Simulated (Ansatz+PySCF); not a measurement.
A calculation with PySCF 2.14.0.

```python
from pyscf import gto, scf, cc

mol = gto.M(atom="""
C -0.009110 0.035150 -0.697170
N 0.008490 0.067700 0.746510
H 0.007830 -0.979480 -1.154000
H -0.889200 0.570270 -1.077970
H 0.873940 0.569200 -1.088310
H -0.816010 -0.427220 1.123400
H 0.812960 -0.419370 1.130560
""", basis='def2-svp', charge=0, spin=0)
mf = scf.UHF(mol)
mf.kernel()
mycc = cc.CCSD(mf, frozen=2).run()
et = mycc.ccsd_t()
print(mf.e_tot, mycc.e_corr, et, mycc.e_tot + et)
```

The script is written out from the run's settings.

Output:

```json
{"Converged": "yes", "Reference energy": "-95.14436 hartree", "CCSD correlation energy": "-0.35568 hartree", "Triples correction": "-0.00844 hartree", "Total energy": "-95.50847 hartree"}
```
